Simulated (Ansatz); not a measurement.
Consider BN in the zinc blende structure (space group F-43m, No. 216).

```
CELL_PARAMETERS angstrom
      0.00000     1.81236     1.81236
      1.81236     0.00000     1.81236
      1.81236     1.81236     0.00000
ATOMIC_POSITIONS crystal
  N  0.75000 0.75000 0.75000
  B  0.00000 0.00000 0.00000
```

The values are results of Kohn–Sham DFT with the PBE functional, run in Ansatz (a program for electronic structure) with PAW and 420 eV plane waves, no spin-orbit coupling, not measurements.

Now apply this change: full substitution N → P; the structure is relaxed again.

Measured lattice parameter a: BN 3.593 Å (static lattice; corrected from measurement; as listed in Tamar Goldzak et al., The Journal of Chemical Physics (2022)); BP 4.525 Å (static lattice; corrected from measurement; as listed in Daniel Mejia-Rodriguez, S. B. Trickey, Phys. Rev. B (2018)).

Task: How well does PBE reproduce the measured shift?

Result: With PBE the lattice parameter a moves by +0.924 Å (3.625 → 4.548) against +0.932 Å measured.

Whether these cells are dynamically stable was not tested.
